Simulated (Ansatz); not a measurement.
# SiH2 (triplet): wave-function methods side by side at distance Si1–H2 = 2.798 Å, cc-pVDZ

How much of the correlation energy of SiH2 (triplet) does each wave-function method recover here?

Computed with Ansatz 0.2.0, Gaussian basis. Level: cc-pVDZ, core rule «outside noble gas», up to 5 orbitals frozen.

The runs, in order: UHF; CCSD(T) on ROHF; CCSD(T) on UHF; BCCD(T) on ROHF; CISD; CCSDT(Q) on ROHF; CCSDT(Q) on UHF; CASSCF and MRCISD+Q, 4 electrons in 4 orbitals; CASSCF and NEVPT2, 4 electrons in 4 orbitals; CASSCF and MRCISD+Q, 6 electrons in 6 orbitals; CASSCF and NEVPT2, 6 electrons in 6 orbitals; Full CI.

17 further runs of the same task are left out: 14 that didn't finish, 3 set aside as unsound or not needed.

**1. What is computed**

The geometry derives from a PBE0/def2-TZVP stationary point (not a proven minimum). One bond is set to the value named and the two fragments are kept rigid.

3 atoms, charge 0, spin multiplicity 3.

Atoms are counted from 1 here; the program's logs count them from 0.

Bond lengths: Si1–H3 1.486 Å.

**2. UHF**

in.yaml reads:

```yaml
crystal:
  periodic: [false, false, false]
  atoms:
    - {symbol: Si, position_ang: [0.000000, -0.073138, 0.037792]}
    - {symbol: H, position_ang: [0.000000, 1.353426, -2.369222]}
    - {symbol: H, position_ang: [0.000000, 0.684514, 1.316166]}
basis:
  gaussian: {orbitals: cc-pVDZ}
magnetization: {spin_polarized: true, initial_magnetization: 2}
hamiltonian: {xc: hf}
output: {orbitals: {seedname: orbitals}}
```

The run is started by

```console
$ ansatz run in.yaml --threads 1 --pin off --events-out ev --progress --plain --max-ram 2393MiB
```

After this run come: CCSD(T) on ROHF; CCSD(T) on UHF; BCCD(T) on ROHF; CISD; CCSDT(Q) on ROHF; CCSDT(Q) on UHF; CASSCF and MRCISD+Q, 4 electrons in 4 orbitals; CASSCF and NEVPT2, 4 electrons in 4 orbitals; CASSCF and MRCISD+Q, 6 electrons in 6 orbitals; CASSCF and NEVPT2, 6 electrons in 6 orbitals; Full CI.

Q: Predict the results of all the runs planned. Wanted: FCI below the RHF energy; RMP2 from FCI; UMP2 from FCI; RCCSD from FCI; RCCSD(T) from FCI; UCCSD(T) from FCI; RCCSDT(Q) from FCI; UCCSDT(Q) from FCI; NEVPT2 pair from FCI.

As calculated:

| quantity | value |
| --- | --- |
| FCI below the RHF energy | -2.6848 eV |
| RMP2 from FCI | +764.7 meV |
| UMP2 from FCI | +803.5 meV |
| RCCSD from FCI | +80.3 meV |
| RCCSD(T) from FCI | +26.2 meV |
| UCCSD(T) from FCI | +27.1 meV |
| RCCSDT(Q) from FCI | +0.6 meV |
| UCCSDT(Q) from FCI | +0.5 meV |
| NEVPT2 pair from FCI | +619.0 meV |
| NEVPT2 valence from FCI | +548.7 meV |
| MRCISD+Q valence from FCI | +4.9 meV |
| levels within 1 kcal/mol (43 meV) | RCCSD(T), UCCSD(T), BCCD(T), RCCSDT, UCCSDT, RCCSDT(Q), UCCSDT(Q), MRCISD+Q valence |
| T1 diagnostic | 0.040 |
| effectively unpaired electrons | 2.09 |

**Reading.** RCCSD(T) lands +26.2 meV from the yardstick (1.0 % of the correlation energy). The occupations are near whole numbers, but T1 = 0.040 shows that the orbitals relax strongly. Of the multireference levels listed MRCISD+Q valence comes nearest in total energy (+4.9 meV), which doesn't show that its space is the better one. These misses are within one basis, not against nature; the frozen cores of restricted and unrestricted runs differ, which can shift their rows.
